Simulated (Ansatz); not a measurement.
Basis-set series for C$_{2}$H$_{4}$F$_{2}$, SMILES `FCCF`. Charge 0, multiplicity 1. The geometry is a stationary point of PBE0-D4/def2-TZVP. It is one conformer, not always the lowest.

| functional | basis | functions | energy (Eh) | HOMO (eV) | LUMO (eV) |
| --- | --- | --- | --- | --- | --- |
| PBE0-D4 | def2-SVP | 76 | -277.79131 | -9.32 | 1.95 |
| PBE0-D4 | def2-QZVPP | 348 | -278.14324 | -9.60 | 0.81 |
| ωB97M-V | def2-SVP | 76 | -277.97260 | -11.74 | 3.63 |
| ωB97M-V | def2-QZVPP | 348 | -278.33431 | -12.04 | 1.94 |

Question: Give the rows for def2-TZVPP. (Estimate.)

Answer: Computed: 
```json
{"functional": "PBE0-D4", "basis": "def2-TZVPP", "functions": "180", "energy (Eh)": "-278.12814", "HOMO (eV)": "-9.55", "LUMO (eV)": "1.42"}
{"functional": "ωB97M-V", "basis": "def2-TZVPP", "functions": "180", "energy (Eh)": "-278.31964", "HOMO (eV)": "-11.98", "LUMO (eV)": "2.88"}
```

Positive LUMOs are unbound and depend on the basis.
